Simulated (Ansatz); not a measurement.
`C#CC(F)(F)F` → `C#CF` + `F[C]F` at 400 K and 1 bar (difluorocarbene loss).

Isolated molecules relaxed with PBE0-D4/def2-TZVP in Ansatz; ΔE leaves out vibrations. CBS: MP2 limit from def2 TZ/QZ plus the TZ coupled-cluster correction, frozen cores. This one scheme is used for every species.

```csv
species,CCSD(T)/CBS energy (Eh),H − E (kJ/mol),S (J/(mol·K))
`C#CC(F)(F)F`,-414.05517,114.3,328.6
`C#CF`,-176.38388,70.6,244.8
`F[C]F`,-237.54028,33.0,252.5
```

H − E and S are ideal-gas, rigid-rotor, harmonic terms from PBE0-D4/def2-TZVP. 1 Eh = 2625.50 kJ/mol, R = 8.31446 J/(mol·K).

Question: By hand: ΔE, ΔH, ΔS and ΔG.

Answer: ΔE = (-176.38388) + (-237.54028) − (-414.05517) = 0.13101 Eh = 344.0 kJ/mol. Δ(H − E) = 70.6 + 33.0 − 114.3 = -10.7, so ΔH = 333.3 kJ/mol. ΔS = 244.8 + 252.5 − 328.6 = 168.7 J/(mol·K). ΔG = 333.3 − 400 × (168.7)/1000 = 265.8 kJ/mol.

Question: By hand: the equilibrium constant, and the temperature at which ΔG would vanish if ΔH and ΔS stayed fixed.

Answer: log₁₀ K = −ΔG/(RT ln 10) = -34.7. ΔG = 0 at ΔH/ΔS = 1976 K.

The number of gas molecules changes by +1, which sets the sign of ΔS. A doubt of 5 kJ/mol in ΔE shifts log₁₀ K by 0.7 here. These are equilibria of isolated gas molecules and say nothing of rates. Largest T1 diagnostic: 0.017 (customary marks: 0.02 for closed shells, 0.045 for open ones).
